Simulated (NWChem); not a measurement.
ozone (O3) in NWChem

```xyz
3

O     -1.0607     0.0000    -0.2102
O      0.0000     0.0000     0.4204
O      1.0607     0.0000    -0.2102
```
Charge 0, spin multiplicity 1.

Everything below was run with NWChem. The geometry was optimised at PBE0/def2-SVP, a minimum by its harmonic frequencies.

Symmetry labels belong to the abelian group C2v used in the runs, with the axes of the coordinates shown.

The species is likely to have several important configurations.

### Question
List the lowest 4 singlet excitations that CIS/aug-cc-pVDZ gives, with oscillator strengths.

### Answer
```json
[
 {"state": "1", "symmetry": "b2", "energy (eV)": "2.42", "wavelength (nm)": "513", "f": "0.000"},
 {"state": "2", "symmetry": "a2", "energy (eV)": "3.12", "wavelength (nm)": "398", "f": "0.000"},
 {"state": "3", "symmetry": "b1", "energy (eV)": "5.63", "wavelength (nm)": "220", "f": "0.279"},
 {"state": "4", "symmetry": "a2", "energy (eV)": "9.72", "wavelength (nm)": "128", "f": "0.000"}
]
```
